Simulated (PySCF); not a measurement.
Removing an electron from oxazole

Compound: oxazole, C₃H₃NO.
Atom-mapped SMILES: `[cH:1]1[cH:2][o:3][cH:4][n:5]1` (hydrogens: H6 on C1; H7 on C2; H8 on C4)

Level: CAM-B3LYP/def2-SVPD (PySCF). Frontier orbitals with their largest atomic shares (Löwdin; up to four atoms above 4 %):

```tsv
orbital	ε (eV)	main atoms
HOMO−3	-13.01	O3 50 %, C1 16 %, C2 16 %, C4 5 %
HOMO−2	-10.90	N5 38 %, O3 29 %, C1 16 %, C4 11 %
HOMO−1	-10.01	N5 68 %, C1 10 %, C4 9 %, O3 6 %
HOMO	-8.74	?
LUMO	0.87	C4 23 %, O3 22 %, C2 18 %, N5 14 %
LUMO+1	1.44	C2 24 %, C4 19 %, C1 16 %, O3 13 %
LUMO+2	2.16	C4 22 %, O3 22 %, H8 21 %, H7 12 %
```

Task: What vertical ionisation energy does ΔSCF give, and how far is −ε(HOMO) from it?

Result: ΔSCF: 9.80 eV (945 kJ/mol; threshold wavelength 127 nm); ⟨S²⟩ of the doublet left behind is 0.760, against 0.75 for a pure doublet. −ε(HOMO) is 8.74 eV, 1.06 eV below it. In exact Kohn–Sham theory the two would be equal; CAM-B3LYP (range-separated hybrid) falls short of its own ΔSCF value by 11 %.

Task: On which atoms does the HOMO lie?

Result: C2 (aromatic CH next to a ring oxygen) 32 %, C1 (aromatic CH next to a ring nitrogen) 24 %, C4 (aromatic CH next to a ring nitrogen) 20 %, N5 (pyridine-type nitrogen) 10 %, so no atom holds as much as 40 %. The HOMO−1 lies 1.27 eV lower.

Task: What total energies stand behind the ΔSCF value?

Result: E(N) = -245.79348 Eh and E(N − 1) = -245.43351 Eh at the same geometry, 0.35997 Eh apart.

Task: Shift the occupied levels rigidly so that −ε(HOMO) equals the ΔSCF value. What binding energies result?

Result: The shift is +1.06 eV: HOMO 9.80, HOMO−1 11.07, HOMO−2 11.96, HOMO−3 14.07 eV. A rigid shift is only a rough guide to the deeper ionisations.

Task: What kinetic energy would electrons from this vertical process carry with He II light (40.814 eV)?

Result: 40.81 − 9.80 = 31.01 eV.

Isolated species at its PBE0-D3(BJ)/def2-SVP geometry, gas phase.
